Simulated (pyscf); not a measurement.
PySCF, gas phase, ωB97X-D3(BJ)/def2-SVP geometries.

Problem. Estimate by transition-state theory the rate constant of O=W(=O)(OH)–OH + H₂ -> O=WH(=O)–OH + H₂O (singlet surface; O–W, H–H broken, H–W, H–O formed) at 1200 K, with ωB97M-D3(BJ)/def2-TZVP energies (ideal gas, 1 atm, RRHO with modes under 100 cm⁻¹ raised to 100, one conformer, R ln 2 for chiral ones without a mode under 150 cm⁻¹; no tunnelling).

Solution. The electronic barrier is 35.6 kcal/mol and the thermal terms add +39.4, so ΔG‡ = 75.0 kcal/mol. With k_BT/h = 2.50e+13 s⁻¹ and RT = 2.385 kcal/mol, and a volume of 1.64e-19 cm³ per molecule at 1 atm, k = 9.0e-20 cm³ molecule⁻¹ s⁻¹. Wigner's tunnelling factor for 1281i cm⁻¹ would be 1.10. A shift of 1 kcal/mol in the barrier changes k by a factor 1.5. On the product side the descent ends in an adduct with a O–W contact (not fully relaxed), 11.7 kcal/mol under the separated species and 24.3 kcal/mol under the saddle at ωB97X-D3(BJ)/def2-TZVP. What is counted as broken (O–W) persists as a longer contact in the product adduct; parting that adduct is a step of its own. At the saddle there is also a short H–W contact that neither side keeps. One saddle was located; it need not be the lowest between these sides. Elements past Kr carry the def2 core potentials, without spin-orbit coupling.
